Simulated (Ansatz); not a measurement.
This geometry of C2H5Si (8 atoms, charge 0, multiplicity 2) is a first-order saddle point.

The calculation used Ansatz 0.2.0, UKS r2SCAN-D4/def2-SVP.

```xyz
8
Properties=species:S:1:pos:R:3
C -0.524 0.640 -0.983
C -0.026 0.666 0.264
Si 0.636 -0.852 1.157
H -0.579 -0.282 -1.575
H -0.901 1.548 -1.472
H -0.007 1.634 0.783
H 1.816 -1.457 0.461
H -0.416 -1.898 1.365
```

Q: Which two structures does it join? (They come from a converged band through this point; their orientation in space is the band's.)

A: No bond is made or broken. The dihedral C1–C2–Si3–H8 goes from 20 to -152°. The two ends are copies of one structure, up to a mirror image or an exchange of like atoms.

First end point:

```xyz
8
Properties=species:S:1:pos:R:3
C -0.941 0.714 -0.696
C 0.184 0.568 0.043
Si 0.661 -0.959 0.951
H -1.640 -0.115 -0.858
H -1.201 1.667 -1.171
H 0.829 1.449 0.170
H 2.134 -1.136 1.110
H -0.025 -2.188 0.452
```

Last end point:

```xyz
8
Properties=species:S:1:pos:R:3
C -0.659 0.721 -0.962
C 0.022 0.565 0.198
Si 0.932 -0.955 0.692
H -0.766 -0.097 -1.685
H -1.139 1.670 -1.229
H 0.097 1.436 0.865
H 0.496 -2.177 -0.046
H 1.018 -1.163 2.167
```

Q: How far does it lie above each of them?

A: 22.5 kJ/mol above the first and 22.5 kJ/mol above the second. This is the barrier of this one path; another mechanism may lie lower.

Run time: 2.5 min on 2 threads of Arm Neoverse V1 (shared host), peak memory 0.18 GiB.
